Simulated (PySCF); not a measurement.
**Stationary points of NH₃**

Computed with PySCF, wB97X, basis N def2-TZVP, H def2-TZVP (no relativity, density fitting).

Relaxations began from a few typed shapes. The search is not exhaustive: other isomers or separated fragments can lie lower, and high-lying points may rest on an excited occupation.

```json
{"spin": "singlet", "group": "C3v", "bonds": "N–H 1.011 Å (×3)", "angles": "H–N–H 107.6° (×3)", "imaginary modes (cm⁻¹)": "none", "ΔE (kJ/mol)": "0.0", "ΔE with ZPE (kJ/mol)": "0.0"}
{"spin": "singlet", "group": "D3h", "bonds": "N–H 0.996 Å (×3)", "angles": "H–N–H 120.0° (×3)", "imaginary modes (cm⁻¹)": "790i", "ΔE (kJ/mol)": "17.9", "ΔE with ZPE (kJ/mol)": "–"}
```

The lowest minimum found is the singlet C3v: N–H 1.011 Å (×3); H–N–H 107.6° (×3).

Counting electrons, nitrogen keeps 2 of its valence electrons outside its bonds, so the VSEPR class is AX3E1 and the expected shape is trigonal pyramidal (C3v), as computed.
